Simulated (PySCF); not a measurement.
Ligands exchanged one at a time, Al Cl-I. Isolated molecules, 0 K electronic values unless said otherwise. Strings in code marks are SMILES.

The vertical ionisation energy (Delta-SCF) from two functionals at the same geometries (PBE0-D3(BJ)/def2-TZVP), both in PySCF: PBE-D3(BJ)/def2-TZVP and ωB97X-D3(BJ)/def2-TZVP. Delta-SCF ions had no search for a lower state. 

```json
[
 {"species": "0 of 3 Cl replaced by I (`[Cl][Al]([Cl])[Cl]`)", "ωB97X-D3(BJ)/def2-TZVP (eV)": "12.07"},
 {"species": "2 of 3 Cl replaced by I (`[Al]([Cl])([I])[I]`)", "ωB97X-D3(BJ)/def2-TZVP (eV)": "10.21"},
 {"species": "3 of 3 Cl replaced by I", "ωB97X-D3(BJ)/def2-TZVP (eV)": "10.01"}
]
```

What does PBE-D3(BJ)/def2-TZVP give for each?


- 0 of 3 Cl replaced by I (`[Cl][Al]([Cl])[Cl]`): 10.85
- 2 of 3 Cl replaced by I (`[Al]([Cl])([I])[I]`): 9.34
- 3 of 3 Cl replaced by I: 8.94
Over these rows, drawn at random from the members with no instability flagged (it was tested for open shells, ions and some series alone), PBE minus ωB97X-D3(BJ): mean -1.05 eV, from -1.21 eV to -0.87 eV.
